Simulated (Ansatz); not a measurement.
`N[SiH2][AlH2]` + NH₃ → `N[SiH2]N` + `[AlH3]` at 298.15 K and 1 bar (cleavage of the Si–Al bond).

Computed with Ansatz on PBE0-D4/def2-TZVP structures; ΔE is electronic, products minus reactants. CCSD(T)/CBS is the MP2 limit (def2-TZVPP, def2-QZVPP) plus CCSD(T) − MP2 in def2-TZVPP, frozen cores. This one scheme is used for every species. One conformer a species, not always the lowest.

```csv
species,CCSD(T)/CBS energy (Eh),H − E (kJ/mol),S (J/(mol·K))
`N[SiH2][AlH2]`,-589.40062,166.8,328.8
NH₃,-56.50880,100.5,192.4
`N[SiH2]N`,-402.15462,198.8,289.7
`[AlH3]`,-243.78045,58.9,207.5
```

H − E and S are ideal-gas, rigid-rotor, harmonic terms from PBE0-D4/def2-TZVP, for one conformer and one mirror image of each species. 1 Eh = 2625.50 kJ/mol, R = 8.31446 J/(mol·K).

Question: By hand: ΔE, ΔH, ΔS and ΔG.

Answer: ΔE = (-402.15462) + (-243.78045) − (-589.40062) − (-56.50880) = -0.02565 Eh = -67.3 kJ/mol. Δ(H − E) = 198.8 + 58.9 − 166.8 − 100.5 = -9.6, so ΔH = -76.9 kJ/mol. ΔS = 289.7 + 207.5 − 328.8 − 192.4 = -24.0 J/(mol·K). ΔG = -76.9 − 298.15 × (-24.0)/1000 = -69.7 kJ/mol.

Question: By hand: the equilibrium constant, and the temperature at which ΔG would vanish if ΔH and ΔS stayed fixed.

Answer: log₁₀ K = −ΔG/(RT ln 10) = 12.2. ΔG = 0 at ΔH/ΔS = 3204 K, far beyond where these terms or the molecules hold.

ΔH outweighs TΔS. A doubt of 5 kJ/mol in ΔE shifts log₁₀ K by 0.9 here. Other conformers and mirror images would add mixing entropy, several J/(mol·K) or more a flexible species. These are equilibria of isolated gas molecules and say nothing of rates. Largest T1 diagnostic: 0.011 (customary marks: 0.02 for closed shells, 0.045 for open ones).
